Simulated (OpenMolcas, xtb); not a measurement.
**How methods differ on AlNH3O (SMILES [NH2][Al][OH])**

AlNH3O has 6 atoms, charge 0, and is taken as a doublet. SMILES: `[NH2][Al][OH]`. The shape is that of a PBE0-D4/def2-TZVP optimisation. This is one conformer, not always the lowest.

```xyz
6

N    -0.9239    0.2402   -0.7608
Al    0.5952    0.6013    0.0707
O     1.1941   -0.6185    1.1012
H    -1.4343   -0.6236   -0.6572
H    -1.3947    0.8616   -1.3968
H     2.0057   -0.5251    1.5968
```

Each level gives the dipole moment (D). The values are calculated.

| level | kind | program | value (D) |
| --- | --- | --- | --- |
| GFN2-xTB | semi-empirical | xtb | 1.50 |
| UHF/def2-SVPD | Hartree–Fock | OpenMolcas | 1.03 |
| USVWN5/def2-SVPD | LDA | OpenMolcas | 0.73 |
| U-revPBE/def2-SVPD | GGA | OpenMolcas | 0.70 |
| U-r2SCAN/def2-SVPD | meta-GGA | OpenMolcas | 0.74 |
| UTPSS/def2-SVPD | meta-GGA | OpenMolcas | 0.65 |
| UB3LYP/def2-SVPD | global hybrid | OpenMolcas | 0.90 |

The values span 0.65 to 1.50 D. Magnitudes only: a small dipole may point the other way at some levels.
